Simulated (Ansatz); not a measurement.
Stepwise reaction of `OBO` with hydrogen chloride, as a gas-phase model of exchange steps in deposition or etching. ΔE in kJ/mol.

Computed with Ansatz on PBE0-D4/def2-TZVP structures; ΔE is electronic, products minus reactants. CCSD(T)/CBS is the MP2 limit (def2-TZVPP, def2-QZVPP) plus CCSD(T) − MP2 in def2-TZVPP, frozen cores. This one scheme is used for every species. Functionals use def2-TZVPP. B3LYP here is the variant with VWN-RPA as its local correlation; programs differ in this. Each species was taken in one conformer, which may not be the lowest.

```tsv
step	reaction	PBE-D4	B3LYP-D4	ωB97M-V	CCSD(T)/CBS
1	`OBO` + HCl → `OBCl` + H₂O	36.3	42.7	41.6	37.8
```

Give the row of step 2, `OBCl` + HCl → `ClBCl` + H₂O. (An estimate is asked.)

Computed: 
```csv
step,reaction,PBE-D4,B3LYP-D4,ωB97M-V,CCSD(T)/CBS
2,`OBCl` + HCl → `ClBCl` + H₂O,52.3,58.5,58.0,53.0
```

By hand: ΔE of the 2 steps together at CCSD(T)/CBS.

(37.8) + (53.0) = 90.8 kJ/mol, or 45.4 kJ/mol a step.

In ΔE each step is higher than the one before. All are uphill at CCSD(T)/CBS. PBE-D4 differs from CCSD(T)/CBS by -1.5 to -0.7 kJ/mol a step. Isolated molecules leave out the surface, adducts and barriers. Largest T1 diagnostic: 0.013.
